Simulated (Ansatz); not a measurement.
```yaml
crystal:
  periodic: [false, false, false]
  atoms:
    - {symbol: C, position_ang: [1.166949, -0.419150, 1.358202]}
    - {symbol: C, position_ang: [0.460742, -0.108299, 0.437213]}
    - {symbol: C, position_ang: [-0.367568, 0.271664, -0.665591]}
    - {symbol: N, position_ang: [-0.035870, 1.059165, -1.602730]}
    - {symbol: S, position_ang: [-1.987027, -0.426486, -0.707289]}
    - {symbol: H, position_ang: [1.798382, -0.690412, 2.171851]}
    - {symbol: H, position_ang: [0.915588, 1.395177, -1.469407]}
    - {symbol: H, position_ang: [-1.859096, -1.138859, 0.421950]}
basis:
  gaussian: {orbitals: cc-pVDZ}
hamiltonian: {xc: {name: B2PLYP}}
accuracy: high
output: {forces: true}
```

```sh
$ ansatz run in.yaml --threads 2 --pin off --events-out ev --progress --plain --max-ram 4352MiB
```

Output, abridged:

```
Functional definition: B2PLYP
  name "B2PLYP"
  cite "Grimme, J. Chem. Phys. 124, 034108 (2006) doi:10.1063/1.2148954"
  cite "Becke, Phys. Rev. A 38, 3098 (1988) doi:10.1103/PhysRevA.38.3098"
  cite "Lee, Yang & Parr, Phys. Rev. B 37, 785 (1988) doi:10.1103/PhysRevB.37.785"
  parameter a = 0.53
  parameter c = 0.27
  exchange = (1 - a)*b88_x + a*exact_x
  correlation = (1 - c)*lyp_c + c*(mp2_os + mp2_ss)
2012 factors; integrals over basis functions are off by at most 3.7e-9 eV
mean field evaluation 1: about -15463.1308 eV, gradient 4.2e1 eV
mean field evaluation 2: about -15463.7632 eV, gradient 4.2e1 eV
mean field evaluation 4: about -15467.8657 eV, gradient 7.6e0 eV
mean field evaluation 8: about -15468.0353 eV, gradient 9.3e-1 eV
mean field evaluation 16: about -15468.0379 eV, gradient 8.1e-4 eV
mean field -15468.03788393 eV, -568.4399076217 hartree, gradient 2.5e-8 eV, S^2 0.000000; 0 other end points of the search recorded, 0 dependent functions left out
9 core orbitals not correlated: weight in the atoms' cores, before any rotation towards them, 1.000 or more for the frozen orbitals, at most 0.000 for the correlated occupied ones
reference -15468.03790778 eV, -568.4399084982 hartree; 13, 13 occupied and 67, 67 virtual orbitals, 2012 factors
second order -22.97202466 eV of doubles, -0.00000000 eV of singles
the calculation of the forces begins
Total energy: -15474.24035443 eV, -568.6678442086 hartree
Atom 0 at     1.166949    -0.419150     1.358202 Å, force     1.091338    -0.455674     1.386957 eV/Å
Atom 1 at     0.460742    -0.108299     0.437213 Å, force    -0.924734     0.385831    -1.174894 eV/Å
Atom 2 at    -0.367568     0.271664    -0.665591 Å, force     0.114545    -0.220216     0.398496 eV/Å
Atom 3 at    -0.035870     1.059165    -1.602730 Å, force    -0.146551     0.553976    -0.909344 eV/Å
Atom 4 at    -1.987027    -0.426486    -0.707289 Å, force    -0.652078    -0.102448    -0.278899 eV/Å
Atom 5 at     1.798382    -0.690412     2.171851 Å, force     0.184880    -0.083023     0.243570 eV/Å
Atom 6 at     0.915588     1.395177    -1.469407 Å, force     0.328934     0.078072     0.102048 eV/Å
Atom 7 at    -1.859096    -1.138859     0.421950 Å, force     0.003666    -0.156517     0.232066 eV/Å
Dipole moment:     0.320708    -0.209199     0.518039 e Å
```

It took 14 s on 2 threads of an Arm Neoverse V2 on a shared host, with 0.43 GiB of host memory at the peak.
